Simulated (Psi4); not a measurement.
Process, species as SMILES: C#CC → C1C=C1
B3LYP-D3(BJ)/def2-TZVP geometries, fixed; electronic energies without zero-point terms.
Largest species:
```xyz
7

C     -0.0011    -0.0004     0.2181
C     -0.0068    -0.0029     1.4176
C      0.0060     0.0025    -1.2360
H     -0.0119    -0.0051     2.4795
H      0.0152     1.0232    -1.6237
H      0.8874    -0.5130    -1.6226
H     -0.8790    -0.5002    -1.6311
```

How fast the isomerisation energy converges with the basis for several methods (Psi4): deviation from each method's own reference, in kcal/mol. References: HF 27.01 kcal/mol, the value in def2-QZVPP; MP2 23.76 kcal/mol, Hartree-Fock in cc-pVQZ plus the correlation part extrapolated as X^-3 from cc-pVTZ and cc-pVQZ; PBE 19.30 kcal/mol, the value in def2-QZVPP; PBE0 19.06 kcal/mol, the value in def2-QZVPP. Cartesian d functions, on some or all atoms, in 6-31G*, 6-31G**; all else is spherical. Density fitting with the program's default auxiliary sets. In correlated methods cores are frozen. Psi4's default fitting sets serve the pcseg sets less well. No added dispersion term, no relativity. 

| basis | functions | HF | MP2 | PBE | PBE0 |
|---|---|---|---|---|---|
| 6-31G | 35 | 9.00 | 12.10 | 4.76 | 5.95 |
| 3-21G | 35 | 13.00 | 17.14 | 8.42 | 9.66 |
| 6-31G* | 53 | -1.22 | -1.05 | -2.25 | -1.95 |
| cc-pVDZ | 62 | -1.01 | -0.47 | -1.82 | -1.59 |
| pcseg-1 | 62 | 0.65 | -0.28 | -1.01 | -0.65 |
| 6-31G** | 65 | -1.55 | -1.69 | -2.52 | -2.24 |
| aug-pcseg-1 | 105 | -0.13 | 0.90 | -1.02 | -0.79 |
| 6-311++G(2d,2p) | 121 | 0.89 | 2.38 | 0.57 | 0.67 |
| def2-TZVPP | 149 | 0.03 | -0.09 | -0.10 | -0.07 |
| def2-TZVPPD | 179 | 0.03 | 0.06 | -0.07 | -0.05 |
| cc-pVQZ | 285 | -0.04 | 0.03 | -0.08 | -0.07 |
| def2-QZVP | 291 | 0.00 | -0.10 | 0.00 | 0.00 |

Mean absolute deviation over 6-311++G(2d,2p), def2-TZVPP, def2-TZVPPD: PBE 0.24, PBE0 0.26, HF 0.32, MP2 0.84 kcal/mol.
